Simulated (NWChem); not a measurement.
Species: chloromethane (CH3Cl); SMILES CCl

```xyz
5

C      0.0000     0.0000    -1.1109
Cl     0.0000     0.0000     0.6644
H      0.7330     0.7330    -1.4701
H      0.2683    -1.0013    -1.4701
H     -1.0013     0.2683    -1.4701
```
Atoms are numbered in this order, from 1.

All runs: NWChem. The geometry was optimised at PBE0/def2-SVP. Isolated, static molecule.

GIAO at PBE/pcSseg-1: principal shieldings of C1 are 130.7, 130.7, 184.9 ppm; an isolated tetramethylsilane molecule has σ = 180.0 ppm at the same levels.

Find the isotropic 13C shift, its principal values, the span and the skew.


1. σ(iso) = one third of the sum = 148.8 ppm.
2. δ = σ(reference) − σ = 31.2 ppm against tetramethylsilane.
3. δ11, δ22, δ33 = 49.3, 49.3, -4.9 ppm.
4. Span Ω = δ11 − δ33 = 54.2 ppm; skew κ = 3(δ22 − δ(iso))/Ω = 1.00.
